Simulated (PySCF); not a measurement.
Stepwise substitution at one centre (B Cl-I). Isolated molecules, 0 K electronic values unless said otherwise. Strings in code marks are SMILES.

The T1 excitation (TDA) from two functionals at the same geometries (CAM-B3LYP-D3(BJ)/def2-TZVP), both in PySCF: PBE-D3(BJ)/def2-TZVP and CAM-B3LYP-D3(BJ)/def2-TZVP. Excitations are Tamm–Dancoff values on a coarser integration grid. The basis has no diffuse functions, so Rydberg states are missing or too high.

| species | PBE-D3(BJ)/def2-TZVP (eV) | CAM-B3LYP-D3(BJ)/def2-TZVP (eV) |
|---|---|---|
| 0 of 3 Cl replaced by I (`ClB(Cl)Cl`) | 4.93 | 5.74 |
| 1 of 3 Cl replaced by I (`ClB(Cl)I`) | 3.78 | 4.62 |
| 2 of 3 Cl replaced by I (`ClB(I)I`) | 3.31 | 4.09 |
| 3 of 3 Cl replaced by I (`B(I)(I)I`) | 2.95 | 3.68 |

Over these rows, drawn at random from the members with no instability flagged (it was tested for open shells, ions and some series alone), PBE minus CAM-B3LYP-D3(BJ): mean -0.79 eV, from -0.84 eV to -0.73 eV.
